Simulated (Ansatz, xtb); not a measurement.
Group exchange: CH5N + SiH3(OH) → SiH3(CH3) + H3NO

Species: CH5N (methylamine) `CN`, singlet; SiH3(OH) (silanol), singlet; SiH3(CH3) (methylsilane), singlet; H3NO (hydroxylamine) `NO`, singlet. The partners trade NH2 for SiH3: C–NH2 and O–SiH3 bonds give way to C–SiH3 and O–NH2.

Shapes, held fixed at every level: PBE0-D4/def2-TZVP. Flexible molecules stand in one conformer, not always the lowest. Programs: Ansatz 0.2.0, xtb 6.7.1. The zero-point and thermal change to 298 K, harmonic and unscaled (PBE0-D4/def2-TZVP), is -2.4 kJ/mol.

Question: Estimate ΔH(298 K) of this reaction.

Answer: The highest level, CCSD(T)/CBS estimate, gives ΔH(298 K) = +235.3 kJ/mol; the levels span +209.5 to +357.8. GFN1-xTB strays far from the other rows. The column of differences is taken from that level and isn't an error. No measured value is set beside it here. The CBS estimate extrapolates MP2 from def2-TZVPP and def2-QZVPP and adds CCSD(T) − MP2 in the triple-zeta set, cores frozen. Times are processor times on shared x86 and Arm servers, and rough.

| level | kind | ΔH(298 K) (kJ/mol) | less CCSD(T)/CBS estimate | CPU time (sum over the molecules) |
| --- | --- | --- | --- | --- |
| GFN1-xTB | semi-empirical | +357.8 | +122.5 | 0.14 s |
| PBE-D4/def2-TZVPP | GGA | +209.5 | -25.8 | 8.3 s |
| r2SCAN-D4/def2-TZVPP | meta-GGA | +225.2 | -10.1 | 15 s |
| BHLYP-D4/def2-TZVPP | global hybrid | +239.1 | +3.8 | 8.1 s |
| PBE0-D4/def2-TZVPP | global hybrid | +220.1 | -15.2 | 7.8 s |
| wB97X-V/def2-TZVPP | range-separated hybrid | +223.8 | -11.5 | 22 s |
| MP2/def2-TZVPP | perturbation theory | +244.3 | +9.0 | – |
| CCSD/def2-TZVPP | coupled cluster or CI | +234.9 | -0.4 | – |
| CCSD(T)/CBS estimate | coupled cluster or CI | +235.3 | 0.0 | 94 s |
